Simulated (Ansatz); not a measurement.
A made-up structure of MgH$_{2}$ClO (charge +1), singlet:

```tsv
atom	x (Å)	y (Å)	z (Å)
O1	-0.6651	0.5759	-0.4360
Mg2	0.6744	-0.5751	0.4430
Cl3	2.1076	-1.8259	1.3812
H4	2.9694	-2.7889	1.6956
H5	-0.7593	0.7310	-1.3869
```

It is relaxed with PBE-D4/def2-SVP and then PBE0-D4/def2-TZVP (Ansatz 0.2.0). Atoms count as bonded within 1.22 times the sum of their covalent radii (H–H: 0.88 Å). The end point is not checked to be a true minimum.

(1) Does its bonding change? (Judge from chemistry; the calculation decides.)

## Answers

(1) Computed: No: no bond forms or breaks.

Where it ends: The first stage lowers the energy by 1.24 eV in 18 steps. It ends as MgH₂ClO ([OH][Mg][ClH]), total charge +1:
```xyz
5
angstrom
O -0.3240 0.1804 -0.6501
Mg 0.8424 -0.3235 0.4955
Cl 2.4265 -1.6113 1.8068
H 2.3352 -2.7714 1.2360
H -0.9530 0.6429 -1.1913
```

Labels in which every atom is bracketed show which atoms are joined, not bond orders.

For scale, one of the runs: PBE0-D4/def2-TZVP relaxation, 112 basis functions, launched by `ansatz run in.yaml --threads 2 --pin off --events-out ev --progress --plain --max-ram 4352MiB`. The run took about 13 s on 2 CPU threads of an Arm Neoverse V2 (shared host).
